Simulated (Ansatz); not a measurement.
Mulliken charges of fluoromethane (`CF`) from PBE/def2-TZVPP in Ansatz (PBE0-D4/def2-TZVP geometry).

```json
{"atom": "C1", "x (Å)": "-0.051", "y (Å)": "0.033", "z (Å)": "0.008", "charge (e)": "-0.079"}
{"atom": "F2", "x (Å)": "1.094", "y (Å)": "-0.710", "z (Å)": "-0.169", "charge (e)": "-0.221"}
{"atom": "H3", "x (Å)": "-0.919", "y (Å)": "-0.627", "z (Å)": "-0.058", "charge (e)": "0.100"}
{"atom": "H4", "x (Å)": "-0.105", "y (Å)": "0.796", "z (Å)": "-0.772", "charge (e)": "0.100"}
{"atom": "H5", "x (Å)": "-0.020", "y (Å)": "0.508", "z (Å)": "0.991", "charge (e)": "0.100"}
```

**Question.** By hand: the dipole of these point charges (1 e Å = 4.8032 D).

**Answer.** Σ q r = (-0.342, 0.222, 0.053) e Å, of length 0.411 e Å = 1.97 D.

**Question.** How does the dipole of the full density compare? (Best estimate.)

**Answer.** Ansatz gave: (-0.289, 0.188, 0.045) e Å, 1.67 D; the point charges give 1.18 times that, at 0° from its direction.

Point charges leave out the atoms' own dipoles, such as those of lone pairs, and Mulliken's split depends on the basis, so the two needn't agree.
